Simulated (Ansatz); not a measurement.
The input, for Ansatz 0.2.0:

```yaml
crystal:
  periodic: [false, false, false]
  atoms:
    - {symbol: H, position_ang: [0.000000, 0.000000, -0.906333]}
    - {symbol: H, position_ang: [0.000000, 0.000000, -0.088333]}
    - {symbol: F, position_ang: [0.000000, 0.000000, 0.994667]}
basis:
  gaussian: {orbitals: "6-31++G**"}
magnetization: {spin_polarized: false, initial_magnetization: 1}
correlation: {method: ccsdt, electrons: valence}
scf: {lower_state_search: off}
```

```sh
$ ansatz run in.yaml --threads 1 --pin off --events-out ev --progress --plain --max-ram 2393MiB
```

(1) Roughly how long does this take on 1 thread of Intel Xeon 6975P-C, shared host, and how much host memory?

```
these checks for a lower state are left out or cut short: stability, starts, cluster_reference, orbital_swaps, neighbouring_geometries, increment
448 factors; integrals over basis functions are off by at most 1.7e-7 eV
mean field evaluation 1: about -2732.3113 eV, gradient 2.2e1 eV
mean field evaluation 2: about -2732.3118 eV, gradient 2.2e1 eV
mean field evaluation 4: about -2733.5751 eV, gradient 1.2e0 eV
mean field evaluation 8: about -2733.5854 eV, gradient 7.6e-3 eV
mean field -2733.58539505 eV, -100.4574103774 hartree, gradient 1.3e-6 eV, S^2 0.750000; 0 other end points of the search recorded, 0 dependent functions left out
1 core orbitals not correlated: weight in the atoms' cores, before any rotation towards them, 1.000 or more for the frozen orbitals, at most 0.000 for the correlated occupied ones
reference -2733.58539505 eV, -100.4574103774 hartree; 5, 4 occupied and 25, 26 virtual orbitals, 448 factors
second order -5.72151871 eV of doubles, -0.15090858 eV of singles
cycle   1  -5.74701477 eV  change    1.3e-1 eV  update   7.2e-2
cycle   2  -5.96291001 eV  change   -2.2e-1 eV  update   3.6e-2
cycle   3  -6.07455773 eV  change   -1.1e-1 eV  update   1.2e-2
cycle   4  -6.07172151 eV  change    2.8e-3 eV  update   4.6e-3
cycle   5  -6.06648345 eV  change    5.2e-3 eV  update   2.5e-3
cycle   6  -6.06780518 eV  change   -1.3e-3 eV  update   1.0e-3
cycle   7  -6.06900543 eV  change   -1.2e-3 eV  update   4.2e-4
cycle   8  -6.06924899 eV  change   -2.4e-4 eV  update   1.7e-4
cycle   9  -6.06917247 eV  change    7.7e-5 eV  update   5.5e-5
cycle  10  -6.06919387 eV  change   -2.1e-5 eV  update   2.7e-5
cycle  11  -6.06915786 eV  change    3.6e-5 eV  update   1.1e-5
cycle  12  -6.06914765 eV  change    1.0e-5 eV  update   4.5e-6
cycle  13  -6.06915045 eV  change   -2.8e-6 eV  update   1.9e-6
cycle  14  -6.06915091 eV  change   -4.6e-7 eV  update   9.1e-7
Total energy: -2739.65454596 eV, -100.6804475593 hartree
Checks for a lower state left out: stability, starts, cluster_reference, orbital_swaps, neighbouring_geometries, increment
```

Results:

(1) 1.3 s wall and 0.12 GiB.
